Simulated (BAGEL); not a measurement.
# doublet C2H3N2P+, step by step

We compute a series of 9 runs (ROHF/cc-pVDZ, HF/cc-pV(D+d)Z, ROHF/cc-pV(D+d)Z, HF/cc-pVTZ, ROHF/cc-pVTZ, HF/cc-pV(T+d)Z, ROHF/cc-pV(T+d)Z, HF/cc-pVQZ, and more) of C2H3N2P. 

The results are computed with BAGEL 1.2.2.

### 1 The structure to begin with

C2H3N2P+ has 8 atoms, charge +1, and is taken as a doublet. SMILES of the parent species: `c1n[nH]cp1`. The coordinates come from a GFN2-xTB relaxation. That shape belongs to the parent species and isn't relaxed for this state.

Bond lengths: C1–N2 1.306 Å, N2–N3 1.318 Å, N3–C4 1.346 Å, C1–P5 1.762 Å, C4–P5 1.721 Å, C1–H6 1.075 Å, N3–H7 1.011 Å, C4–H8 1.075 Å. Some angles: C1–N2–N3 109.9°, N2–C1–P5 115.9°, N2–N3–C4 116.7°, N3–C4–P5 111.7°, C1–P5–C4 85.7°, N2–C1–H6 118.5°, P5–C1–H6 125.6°, N2–N3–H7 118.2°, C4–N3–H7 125.1°, N3–C4–H8 119.5°.

### 2 The energy at ROHF/cc-pVDZ (density fitting with tzvpp-jkfit, property ionisation energy) (run 1)

job.json

```json
{ "bagel": [

{
  "title": "molecule",
  "basis": "cc-pvdz.json",
  "df_basis": "tzvpp-jkfit",
  "angstrom": true,
  "geometry": [
    { "atom": "C", "xyz": [       0.115340,       1.332320,       0.254730 ] },
    { "atom": "N", "xyz": [       0.898580,       0.383060,       0.690790 ] },
    { "atom": "N", "xyz": [       0.482340,      -0.784450,       0.242850 ] },
    { "atom": "C", "xyz": [      -0.614040,      -0.777730,      -0.538710 ] },
    { "atom": "P", "xyz": [      -1.223560,       0.815760,      -0.768410 ] },
    { "atom": "H", "xyz": [       0.330830,       2.346240,       0.539550 ] },
    { "atom": "H", "xyz": [       1.002430,      -1.609710,       0.507490 ] },
    { "atom": "H", "xyz": [      -0.991920,      -1.705490,      -0.928300 ] }
  ]
},

{ "title": "rohf", "charge": 1, "nopen": 1 },

{ "title": "print", "file": "orbitals.molden", "orbitals": true }

]}
```

The basis set cc-pVDZ is read from a file made from the Basis Set Exchange's data (not shown).

Command:

```sh
$ BAGEL_NUM_THREADS=1 BAGEL job.json > job.out
```

The program printed:

```text
* using 1 threads per process

  ===============================================================
  ===============================================================

  *** Geometry ***

  { "atom" : "C", "xyz" : [      0.217961,      2.517720,      0.481370 ] },
  { "atom" : "N", "xyz" : [      1.698070,      0.723878,      1.305404 ] },
  { "atom" : "N", "xyz" : [      0.911490,     -1.482396,      0.458920 ] },
  { "atom" : "C", "xyz" : [     -1.160367,     -1.469697,     -1.018014 ] },
  { "atom" : "P", "xyz" : [     -2.312193,      1.541563,     -1.452084 ] },
  { "atom" : "H", "xyz" : [      0.625178,      4.433751,      1.019602 ] },
  { "atom" : "H", "xyz" : [      1.894318,     -3.041911,      0.959017 ] },
  { "atom" : "H", "xyz" : [     -1.874457,     -3.222909,     -1.754233 ] },

  Number of auxiliary basis functions:      486

  Since a DF basis is specified, we compute 2- and 3-index integrals:
    o Being stored without compression. Storage requirement is 0.031 GB

  Number of basis functions:       89
  Number of electrons      :       44

    * METHOD: MOLECULE                             0.75

  *** Open-shell HF ***

  === Nuclear Repulsion ===
   209.8190079886

      * DIIS with orbital gradients will be used.

  === ROHF iteration (cc-pvdz.json) ===
      0       -526.59919256          0.02894047           0.40
      1       -526.71314140          0.02338639           0.39
      2       -526.74181052          0.01812828           0.34
      3       -526.79273530          0.00196950           0.31
      4       -526.79376510          0.00074173           0.29
      5       -526.79405110          0.00032505           0.33
      6       -526.79415138          0.00017173           0.36
      7       -526.79419097          0.00008747           0.50
      8       -526.79420292          0.00002839           0.44
      9       -526.79420759          0.00001720           0.30
     10       -526.79420747          0.00001141           0.29
     11       -526.79420773          0.00000698           0.27
     12       -526.79420787          0.00000504           0.25
     13       -526.79420801          0.00000294           0.29
     14       -526.79420783          0.00000168           0.34
     15       -526.79420767          0.00000056           0.38
     16       -526.79420755          0.00000022           0.31
     17       -526.79420755          0.00000012           0.34
     18       -526.79420755          0.00000007           0.39
     19       -526.79420755          0.00000002           0.32
     20       -526.79420755          0.00000002           0.30
     21       -526.79420755          0.00000001           0.35
     22       -526.79420755          0.00000001           0.49
    * SCF iteration converged.

    * S^2 (ROHF) is 0.7500

    * Permanent dipole moment:
           (    0.382191,     0.949912,     0.395241) a.u.

    * METHOD: ROHF                                 8.62

    * METHOD: PRINT                                0.04

  ===============================================================
```

It took 10 s on 1 thread of AMD EPYC (Zen 3), shared host; peak memory 0.12 GiB.

### 3 Singlet neutral C2H3N2P: the energy at HF/cc-pV(D+d)Z (density fitting with tzvpp-jkfit, property ionisation energy) (run 2)

calc.json

```json
{ "bagel" : [

{
  "title" : "molecule",
  "basis" : "cc-pv_d+d_z.json",
  "df_basis" : "tzvpp-jkfit",
  "angstrom" : true,
  "geometry" : [
    { "atom" : "C", "xyz" : [       0.115340,       1.332320,       0.254730 ] },
    { "atom" : "N", "xyz" : [       0.898580,       0.383060,       0.690790 ] },
    { "atom" : "N", "xyz" : [       0.482340,      -0.784450,       0.242850 ] },
    { "atom" : "C", "xyz" : [      -0.614040,      -0.777730,      -0.538710 ] },
    { "atom" : "P", "xyz" : [      -1.223560,       0.815760,      -0.768410 ] },
    { "atom" : "H", "xyz" : [       0.330830,       2.346240,       0.539550 ] },
    { "atom" : "H", "xyz" : [       1.002430,      -1.609710,       0.507490 ] },
    { "atom" : "H", "xyz" : [      -0.991920,      -1.705490,      -0.928300 ] }
  ]
},

{ "title" : "hf" },

{ "title" : "print", "file" : "orbitals.molden", "orbitals" : true }

]}
```

The basis set cc-pV(D+d)Z is read from a file made from the Basis Set Exchange's data (not shown).

Command:

```sh
$ BAGEL_NUM_THREADS=1 BAGEL calc.json > calc.out
```

The program printed:

```text
* using 1 threads per process

  ===============================================================
  ===============================================================

  *** Geometry ***

  { "atom" : "C", "xyz" : [      0.217961,      2.517720,      0.481370 ] },
  { "atom" : "N", "xyz" : [      1.698070,      0.723878,      1.305404 ] },
  { "atom" : "N", "xyz" : [      0.911490,     -1.482396,      0.458920 ] },
  { "atom" : "C", "xyz" : [     -1.160367,     -1.469697,     -1.018014 ] },
  { "atom" : "P", "xyz" : [     -2.312193,      1.541563,     -1.452084 ] },
  { "atom" : "H", "xyz" : [      0.625178,      4.433751,      1.019602 ] },
  { "atom" : "H", "xyz" : [      1.894318,     -3.041911,      0.959017 ] },
  { "atom" : "H", "xyz" : [     -1.874457,     -3.222909,     -1.754233 ] },

  Number of auxiliary basis functions:      486

  Since a DF basis is specified, we compute 2- and 3-index integrals:
    o Being stored without compression. Storage requirement is 0.034 GB

  Number of basis functions:       94
  Number of electrons      :       44

    * METHOD: MOLECULE                             0.74

  *** RHF ***

  === Nuclear Repulsion ===
   209.8190079886

      * DIIS with orbital gradients will be used.

  === RHF iteration (cc-pv_d+d_z.json) ===
      0       -526.89870325          0.01415282           0.20
      1       -527.00931662          0.01143269           0.21
      2       -527.09283064          0.00171858           0.20
      3       -527.09636946          0.00063680           0.16
      4       -527.09673785          0.00018612           0.18
      5       -527.09680551          0.00007332           0.18
      6       -527.09682157          0.00002820           0.16
      7       -527.09682376          0.00001331           0.17
      8       -527.09682403          0.00000543           0.22
      9       -527.09682409          0.00000254           0.20
     10       -527.09682410          0.00000104           0.21
     11       -527.09682410          0.00000041           0.18
     12       -527.09682410          0.00000026           0.17
     13       -527.09682410          0.00000011           0.17
     14       -527.09682410          0.00000006           0.16
     15       -527.09682410          0.00000003           0.21
     16       -527.09682410          0.00000002           0.20
     17       -527.09682410          0.00000001           0.23
    * SCF iteration converged.

    * Permanent dipole moment:
           (   -0.149020,     0.978001,     0.019979) a.u.

    * METHOD: HF                                   4.10

    * METHOD: PRINT                                0.05

  ===============================================================
```

It took 6 s on 1 thread of AMD EPYC (Zen 3), shared host; peak memory 0.13 GiB.

### 4 A single-point energy at ROHF/cc-pV(D+d)Z (density fitting with tzvpp-jkfit, property ionisation energy) (run 3)

job.json

```json
{ "bagel" : [

{
  "title" : "molecule",
  "basis" : "cc-pv_d+d_z.json",
  "df_basis" : "tzvpp-jkfit",
  "angstrom" : true,
  "geometry" : [
    { "atom" : "C", "xyz" : [    0.115340,    1.332320,    0.254730 ] },
    { "atom" : "N", "xyz" : [    0.898580,    0.383060,    0.690790 ] },
    { "atom" : "N", "xyz" : [    0.482340,   -0.784450,    0.242850 ] },
    { "atom" : "C", "xyz" : [   -0.614040,   -0.777730,   -0.538710 ] },
    { "atom" : "P", "xyz" : [   -1.223560,    0.815760,   -0.768410 ] },
    { "atom" : "H", "xyz" : [    0.330830,    2.346240,    0.539550 ] },
    { "atom" : "H", "xyz" : [    1.002430,   -1.609710,    0.507490 ] },
    { "atom" : "H", "xyz" : [   -0.991920,   -1.705490,   -0.928300 ] }
  ]
},
{
  "title" : "rohf",
  "charge" : 1,
  "nopen" : 1
},
{
  "title" : "print",
  "file" : "orbitals.molden",
  "orbitals" : true
}

]}
```

The basis set cc-pV(D+d)Z is read from a file made from the Basis Set Exchange's data (not shown).

Command:

```sh
$ BAGEL_NUM_THREADS=1 BAGEL job.json > job.out
```

The program printed:

```text
* using 1 threads per process

  ===============================================================
  ===============================================================

  *** Geometry ***

  { "atom" : "C", "xyz" : [      0.217961,      2.517720,      0.481370 ] },
  { "atom" : "N", "xyz" : [      1.698070,      0.723878,      1.305404 ] },
  { "atom" : "N", "xyz" : [      0.911490,     -1.482396,      0.458920 ] },
  { "atom" : "C", "xyz" : [     -1.160367,     -1.469697,     -1.018014 ] },
  { "atom" : "P", "xyz" : [     -2.312193,      1.541563,     -1.452084 ] },
  { "atom" : "H", "xyz" : [      0.625178,      4.433751,      1.019602 ] },
  { "atom" : "H", "xyz" : [      1.894318,     -3.041911,      0.959017 ] },
  { "atom" : "H", "xyz" : [     -1.874457,     -3.222909,     -1.754233 ] },

  Number of auxiliary basis functions:      486

  Since a DF basis is specified, we compute 2- and 3-index integrals:
    o Being stored without compression. Storage requirement is 0.034 GB

  Number of basis functions:       94
  Number of electrons      :       44

    * METHOD: MOLECULE                             0.84

  *** Open-shell HF ***

  === Nuclear Repulsion ===
   209.8190079886

      * DIIS with orbital gradients will be used.

  === ROHF iteration (cc-pv_d+d_z.json) ===
      0       -526.60512195          0.02762118           0.35
      1       -526.71926755          0.02223082           0.38
      2       -526.74805994          0.01722227           0.54
      3       -526.79921115          0.00189078           0.41
      4       -526.80025605          0.00071070           0.34
      5       -526.80054486          0.00030985           0.35
      6       -526.80064517          0.00016515           0.36
      7       -526.80068525          0.00008516           0.37
      8       -526.80069749          0.00002821           0.37
      9       -526.80070226          0.00001755           0.39
     10       -526.80070217          0.00001169           0.48
     11       -526.80070248          0.00000738           0.55
     12       -526.80070264          0.00000530           0.34
     13       -526.80070284          0.00000295           0.39
     14       -526.80070258          0.00000167           0.38
     15       -526.80070241          0.00000058           0.34
     16       -526.80070230          0.00000022           0.35
     17       -526.80070230          0.00000012           0.31
     18       -526.80070229          0.00000006           0.29
     19       -526.80070230          0.00000002           0.36
     20       -526.80070230          0.00000002           0.30
     21       -526.80070230          0.00000001           0.32
     22       -526.80070230          0.00000001           0.49
    * SCF iteration converged.

    * S^2 (ROHF) is 0.7500

    * Permanent dipole moment:
           (    0.396680,     0.941072,     0.404457) a.u.

    * METHOD: ROHF                                 9.53

    * METHOD: PRINT                                0.05

  ===============================================================
```

Run time: 12 s. Hardware: 1 thread of AMD EPYC (Zen 3), shared host; peak memory 0.13 GiB.

Runs 4 to 8 aren't shown in full; the table further down has their settings and results.

### 5 Singlet neutral C2H3N2P: a single-point energy at HF/cc-pV(Q+d)Z (density fitting with tzvpp-jkfit, property ionisation energy) (run 9)

hf.json

```json
{ "bagel": [

{
  "title": "molecule",
  "basis": "cc-pv_q+d_z.json",
  "df_basis": "tzvpp-jkfit",
  "angstrom": true,
  "geometry": [
    { "atom": "C", "xyz": [       0.115340,       1.332320,       0.254730 ] },
    { "atom": "N", "xyz": [       0.898580,       0.383060,       0.690790 ] },
    { "atom": "N", "xyz": [       0.482340,      -0.784450,       0.242850 ] },
    { "atom": "C", "xyz": [      -0.614040,      -0.777730,      -0.538710 ] },
    { "atom": "P", "xyz": [      -1.223560,       0.815760,      -0.768410 ] },
    { "atom": "H", "xyz": [       0.330830,       2.346240,       0.539550 ] },
    { "atom": "H", "xyz": [       1.002430,      -1.609710,       0.507490 ] },
    { "atom": "H", "xyz": [      -0.991920,      -1.705490,      -0.928300 ] }
  ]
},

{ "title": "hf" },

{ "title": "print", "file": "orbitals.molden", "orbitals": true }

]}
```

The basis set cc-pV(Q+d)Z is read from a file made from the Basis Set Exchange's data (not shown).

Command:

```sh
$ BAGEL_NUM_THREADS=1 BAGEL hf.json > hf.out
```

The program printed:

```text
* using 1 threads per process

  ===============================================================
  ===============================================================

  *** Geometry ***

  { "atom" : "C", "xyz" : [      0.217961,      2.517720,      0.481370 ] },
  { "atom" : "N", "xyz" : [      1.698070,      0.723878,      1.305404 ] },
  { "atom" : "N", "xyz" : [      0.911490,     -1.482396,      0.458920 ] },
  { "atom" : "C", "xyz" : [     -1.160367,     -1.469697,     -1.018014 ] },
  { "atom" : "P", "xyz" : [     -2.312193,      1.541563,     -1.452084 ] },
  { "atom" : "H", "xyz" : [      0.625178,      4.433751,      1.019602 ] },
  { "atom" : "H", "xyz" : [      1.894318,     -3.041911,      0.959017 ] },
  { "atom" : "H", "xyz" : [     -1.874457,     -3.222909,     -1.754233 ] },

  Number of auxiliary basis functions:      486

  Since a DF basis is specified, we compute 2- and 3-index integrals:
    o Being stored without compression. Storage requirement is 0.544 GB

  Number of basis functions:      374
  Number of electrons      :       44

    * METHOD: MOLECULE                             4.27

  *** RHF ***

  === Nuclear Repulsion ===
   209.8190079886

      * DIIS with orbital gradients will be used.

  === RHF iteration (cc-pv_q+d_z.json) ===
      0       -526.97544183          0.00932263           1.25
      1       -527.10755981          0.00633629           1.33
      2       -527.17034216          0.00124842           1.34
      3       -527.17425309          0.00051172           1.36
      4       -527.17479310          0.00013958           1.29
      5       -527.17487333          0.00005234           1.32
      6       -527.17489567          0.00002275           1.26
      7       -527.17489943          0.00000930           1.35
      8       -527.17489998          0.00000327           1.40
      9       -527.17490004          0.00000143           1.27
     10       -527.17490005          0.00000061           1.33
     11       -527.17490005          0.00000024           1.23
     12       -527.17490005          0.00000017           1.31
     13       -527.17490005          0.00000006           1.18
     14       -527.17490005          0.00000003           1.20
     15       -527.17490005          0.00000001           1.41
     16       -527.17490005          0.00000001           1.52
    * SCF iteration converged.

    * Permanent dipole moment:
           (   -0.142376,     0.960443,     0.022481) a.u.

    * METHOD: HF                                  25.12

    * METHOD: PRINT                                0.69

  ===============================================================
```

It took 31 s on 1 thread of AMD EPYC (Zen 3), shared host; peak memory 0.78 GiB.

### 6 Overview of the runs

```
run                                                                            level  integral approximation  partner  energy (Eh)  wall time
  1      ROHF/cc-pVDZ (density fitting with tzvpp-jkfit, property ionisation energy)             tzvpp-jkfit   cation  -526.794208       10 s
  2    HF/cc-pV(D+d)Z (density fitting with tzvpp-jkfit, property ionisation energy)             tzvpp-jkfit     base  -527.096824        6 s
  3  ROHF/cc-pV(D+d)Z (density fitting with tzvpp-jkfit, property ionisation energy)             tzvpp-jkfit   cation  -526.800702       12 s
  4        HF/cc-pVTZ (density fitting with tzvpp-jkfit, property ionisation energy)             tzvpp-jkfit     base  -527.155874       13 s
  5      ROHF/cc-pVTZ (density fitting with tzvpp-jkfit, property ionisation energy)             tzvpp-jkfit   cation  -526.859285       27 s
  6    HF/cc-pV(T+d)Z (density fitting with tzvpp-jkfit, property ionisation energy)             tzvpp-jkfit     base  -527.158614       13 s
  7  ROHF/cc-pV(T+d)Z (density fitting with tzvpp-jkfit, property ionisation energy)             tzvpp-jkfit   cation  -526.862302       27 s
  8        HF/cc-pVQZ (density fitting with qzvpp-jkfit, property ionisation energy)             qzvpp-jkfit     base  -527.173456       30 s
  9    HF/cc-pV(Q+d)Z (density fitting with tzvpp-jkfit, property ionisation energy)             tzvpp-jkfit     base  -527.174900       31 s
```

### 7 Outcome

```
                                                          quantity          value
                      singlet neutral C2H3N2P, run 9: total energy  -527.17490 Eh
                     singlet neutral C2H3N2P, run 9: dipole moment         2.47 D
                       singlet neutral C2H3N2P, run 9: HOMO energy       -8.95 eV
                       singlet neutral C2H3N2P, run 9: LUMO energy        2.77 eV
                     singlet neutral C2H3N2P, run 9: HOMO–LUMO gap       11.72 eV
vertical ionisation energy (to the doublet cation), HF/cc-pV(D+d)Z       8.058 eV
    vertical ionisation energy (to the doublet cation), HF/cc-pVTZ       8.071 eV
vertical ionisation energy (to the doublet cation), HF/cc-pV(T+d)Z       8.063 eV
```

**Reading.** At HF/cc-pV(D+d)Z: the vertical ionisation energy comes to 8.06 eV (777 kJ/mol). −ε(HOMO) before ionisation, 8.83 eV, is 0.77 eV above this ionisation energy. At HF/cc-pVTZ: removing an electron at fixed nuclei costs 8.07 eV (779 kJ/mol). The negative HOMO energy of the first species, 8.91 eV, lies 0.84 eV above that difference. At HF/cc-pV(T+d)Z: removing an electron at fixed nuclei costs 8.06 eV (778 kJ/mol). −ε(HOMO) before ionisation, 8.90 eV, is 0.84 eV above this ionisation energy. Over runs 2, 4, 6, 8, 9 the dipole moment (its size) runs from 2.47 D (HF/cc-pV(Q+d)Z) to 2.52 D (HF/cc-pV(D+d)Z). Over runs 2, 4, 6, 8, 9 the HOMO–LUMO gap runs from 11.72 eV (HF/cc-pV(Q+d)Z) to 12.10 eV (HF/cc-pV(D+d)Z). All runs together took 2.8 min, the longest 31 s.
